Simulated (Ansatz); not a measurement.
Reaction (hydrogenolysis of a C–C bond): `C=Cc1ccco1` + H₂ → `c1ccoc1` + `C=C`

Calculated with Ansatz (gas phase, PBE0-D4/def2-TZVP geometries, no zero-point term in ΔE). CCSD(T)/CBS adds triple-zeta CCSD(T) − MP2 to the extrapolated MP2 energy (def2 sets, frozen cores). This one scheme is used for every species. DFT in def2-TZVPP. Each species was taken in one conformer, which may not be the lowest.

(1) Is it downhill or uphill in electronic energy at CCSD(T)/CBS, and by how much? (An estimate is asked.)

(2) What do these levels give: BLYP-D4, r2SCAN-D4, B97M-V, BHLYP-D4, CAM-B3LYP-D4, PBE-QIDH, revPBE, PBE0, CAM-B3LYP, RPA@PBE/def2-TZVPP, HF/def2-SVP, MP2/CBS(def2)? (An estimate is asked.)

Largest T1 diagnostic among the species: 0.013.

## Answers

(1) The calculation gave: Downhill: ΔE = -4.5 kcal/mol.

(2) The calculation gave: BLYP-D4 -1.4, r2SCAN-D4 -1.3, B97M-V -2.5, BHLYP-D4 -4.6, CAM-B3LYP-D4 -4.5, PBE-QIDH -3.8, revPBE -4.2, PBE0 -4.2, CAM-B3LYP -6.2, RPA@PBE/def2-TZVPP -5.1, HF/def2-SVP -9.5, MP2/CBS(def2) -2.0 kcal/mol.

The D4 term adds +2.8 kcal/mol with B3LYP and +1.6 kcal/mol with PBE0; it sums over pairs of atoms, weighted by their polarisabilities, and B3LYP, whose exchange is more repulsive, gets the larger term. In def2-TZVPP, CCSD(T) changes the Hartree–Fock value by +5.6 kcal/mol (the triples alone add +1.6 kcal/mol) and MP2 by +8.0 kcal/mol. From r2SCAN to r2SCAN0 (25 % exact exchange), in def2-TZVPP and without D4, ΔE moves by −1.5 kcal/mol.

B3LYP here is the variant with VWN-RPA as its local correlation; programs differ in this.
